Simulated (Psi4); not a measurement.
# N2H (dinitrogen monohydride) at UPBE/cc-pVTZ (density fitting)

Wanted: molecular dynamics of N2H (dinitrogen monohydride). 

The calculation is run with Psi4 1.11.

### 1 The molecule

N2H: 3 atoms, total charge 0, spin state doublet. SMILES: `[N]=N`. The coordinates come from a PBE0-D4/def2-TZVP relaxation. The run starts from this shape.

Bond lengths: N1–N2 1.165 Å, N2–H3 1.057 Å. Angles: N1–N2–H3 117.5°.

### 2 A short trajectory at UPBE/cc-pVTZ (density fitting)

Input file hn2.xyz:

```xyz
3
HN2
N      0.710530    -0.606720     0.326180
N     -0.268660    -0.217710    -0.170100
H     -0.441870     0.824430    -0.156080
```

Input file hn2_ase.py:

```python
import numpy as np
from ase.calculators.psi4 import Psi4
from ase.io import read
from ase import units
from ase.md.velocitydistribution import MaxwellBoltzmannDistribution, Stationary
from ase.md.verlet import VelocityVerlet

mol = read('hn2.xyz')
calc = Psi4(atoms=mol, method='pbe', basis='cc-pVTZ', memory='1600MB', num_threads=1, charge=0, multiplicity=2, label='calc', reference='uks')
mol.calc = calc

MaxwellBoltzmannDistribution(mol, temperature_K=1000.0, rng=np.random.default_rng(633))
Stationary(mol)
dyn = VelocityVerlet(mol, 1.0 * units.fs)
def show():
    ep, ek = mol.get_potential_energy(), mol.get_kinetic_energy()
    print(f'step {dyn.nsteps:3d}  Epot {ep:14.6f}  Ekin {ek:9.6f}  Etot {ep + ek:14.6f} eV  T {mol.get_temperature():7.1f} K')
dyn.attach(show)
dyn.run(40)
```

Started as:

```console
$ python hn2_ase.py
```

calc.dat:

```text
[...]
  Running in c1 symmetry.
[...]
  Nuclear repulsion =   28.677500945734629
[...]
  Multiplicity = 2
[...]
  Nalpha       = 8
  Nbeta        = 7
[...]
    Number of basis functions: 74
[...]
   @DF-UKS iter   1:  -109.80446943729822   -1.12287e-01   7.70378e-03 ADIIS/DIIS
[...]
   @DF-UKS iter  12:  -109.94242690860489   -5.65592e-12   5.79652e-09 DIIS
[...]
   @S^2 Observed:                7.531350161E-01
[...]
    Orbital Energies [Eh]
    ---------------------
    Alpha Occupied:
       1A    -14.064366     2A    -14.042543     3A     -1.024271
       4A     -0.598544     5A     -0.445193     6A     -0.410533
       7A     -0.370128     8A     -0.161265
    Alpha Virtual:
       9A     -0.072242    10A      0.009070    11A      0.259709
      12A      0.306453    13A      0.362590    14A      0.366967
      15A      0.395178    16A      0.454150    17A      0.497512
      18A      0.559507    19A      0.579123    20A      0.610136
      21A      0.695187    22A      0.801839    23A      0.948009
      24A      0.978334    25A      1.036548    26A      1.201983
[...]
  @DF-UKS Final Energy:  -109.94242690860489
   => Energetics <=
    Nuclear Repulsion Energy =             28.6775009457346286
    One-Electron Energy =                -205.2695980002828264
    Two-Electron Energy =                  80.6542100346335644
    DFT Exchange-Correlation Energy =     -14.0045398886902586
    Empirical Dispersion Energy =           0.0000000000000000
    VV10 Nonlocal Energy =                  0.0000000000000000
    Total Energy =                       -109.9424269086048866
  UHF NO Occupations:
  HONO-2 :    6  A 1.9996806
  HONO-1 :    7  A 1.9991720
[...]
 Multipole Moments:
 ------------------------------------------------------------------------------------
     Multipole            Electronic (a.u.)      Nuclear  (a.u.)        Total (a.u.)
 ------------------------------------------------------------------------------------
 L = 1.  Multiply by 2.5417464519 to convert [e a0] to [Debye]
 Dipole X            :          0.4236012           -0.8703904           -0.4467892
 Dipole Y            :         -0.4083313            0.8438142            0.4354829
 Dipole Z            :         -0.0872015            0.1934735            0.1062720
 Magnitude           :                                                    0.6328978
[...]
  -Total Gradient:
     Atom            X                  Y                   Z
    ------   -----------------  -----------------  -----------------
       1       -0.097286396164     0.064213828341    -0.068046444581
       2        0.078666713184    -0.050114366725     0.060413514290
       3        0.018619854993    -0.014099836253     0.007632272807
[...]
```

Run time: 2.1 min. Hardware: 1 thread of Intel Xeon 6975P-C (Granite Rapids), shared host; peak memory 0.83 GiB.

Step by step:

```
step  potential energy change (eV)  largest force (eV/Å)
   0                        0.0000                1.2600
   2                        0.1704                6.1949
   4                        0.2992                7.5416
   6                        0.2146                4.0838
   8                        0.1550                2.4452
  10                        0.1550                3.8310
  12                        0.2098                5.1019
  14                        0.2567                6.0625
  16                        0.0840                3.6266
  18                        0.0605                1.2485
  20                        0.1829                4.0796
  22                        0.3413                7.4699
  24                        0.2638                6.5732
  26                        0.0520                2.3004
  28                        0.0325                2.3842
  30                        0.2084                5.4910
  32                        0.2506                5.4614
  34                        0.2426                4.9464
  36                        0.1636                3.4876
  38                        0.1130                2.0469
  40                        0.2492                6.9407
```

### 3 Summary of results

Level: UPBE/cc-pVTZ (density fitting).

| quantity | value |
| --- | --- |
| potential energy of the last frame | -109.94243 Eh |
